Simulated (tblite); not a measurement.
C3H5NO.
Numbering: `[NH2:1]/[CH:2]=[CH:3]\[CH:4]=[O:5]` (hydrogens: H6, H7 on N1; H8 on C2; H9 on C3; H10 on C4)

Geometry (GFN2-xTB, Å), atoms numbered from 1 in this order:
```xyz
10
C3H5NO angstrom
N     -1.3723   -0.4838    0.3039
C     -0.7417    0.6593    0.0341
C      0.5993    0.7236   -0.2121
C      1.4204   -0.4423   -0.1892
O      1.0378   -1.5842    0.0425
H     -2.3560   -0.5251    0.4947
H     -0.7804   -1.3136    0.3232
H     -1.3460    1.5596    0.0125
H      1.0579    1.6728   -0.4290
H      2.4900   -0.2617   -0.4029
```

Method: GFN2-xTB as coded in tblite; computed harmonic values from a numerical Hessian at the method's own geometry, unscaled. Against measured fundamentals such values can be off by several per cent, at times by over 20. One conformer, not necessarily the lowest.

Harmonic wavenumbers (cm⁻¹): 193.4, 252.0, 260.1, 446.4, 451.9, 671.7, 768.4, 782.7, 893.6, 963.7, 1029.7, 1069.1, 1150.7, 1288.4, 1333.7, 1389.2, 1452.7, 1594.5, 1684.5, 2783.7, 3028.6, 3124.5, 3229.7, 3534.8.

A = 9858, B = 4903, C = 3274 MHz; mass 71.037 u (most abundant isotopes); point group Cs, symmetry number 1.

**Question.** Zero-point energy?

**Answer.** Half the sum of the wavenumbers: 16689 cm⁻¹ = 47.72 kcal/mol.

**Question.** Entropy at 298.15 K, 1 bar (ideal gas, RRHO, classical rotation)?

**Answer.** Translation 38.72, rotation 25.12, vibration 8.52: S = 72.4 cal/(mol K).

**Question.** And Cp and H(298.15 K) − H(0)?

**Answer.** Cp = 20.69 cal/(mol K), of which vibrations give 12.75 (their classical limit is 24 R = 47.7); H(298.15 K) − H(0) = 3.98 kcal/mol without the zero-point energy, 1.61 from vibrations.

**Question.** How do the functions run with temperature in this model?

**Answer.** 
| T (K) | S (cal/(mol K)) | Cp (cal/(mol K)) | H − H(0) (kcal/mol) | G − H(0) (kcal/mol) | ln q(vib) |
| --- | --- | --- | --- | --- | --- |
| 150 | 61.0 | 13.3 | 1.47 | -7.68 | 0.38 |
| 250 | 68.9 | 18.2 | 3.05 | -14.19 | 1.14 |
| 400 | 79.2 | 25.6 | 6.35 | -25.31 | 2.54 |
| 600 | 91.1 | 33.2 | 12.28 | -42.37 | 4.61 |
| 900 | 106.0 | 40.4 | 23.42 | -72.01 | 7.72 |

q(vib) and H(0) count from the zero-point level.

**Question.** What must be added to the electronic energy to get the Gibbs energy at 298.15 K and 1 bar?

**Answer.** ZPE + [H(298.15 K) − H(0)] − T·S = 47.72 + 3.98 − 21.58 = 30.12 kcal/mol.

Hindered rotation and anharmonicity are outside this model. Other conformers, if any are populated, would add a mixing term that is left out.
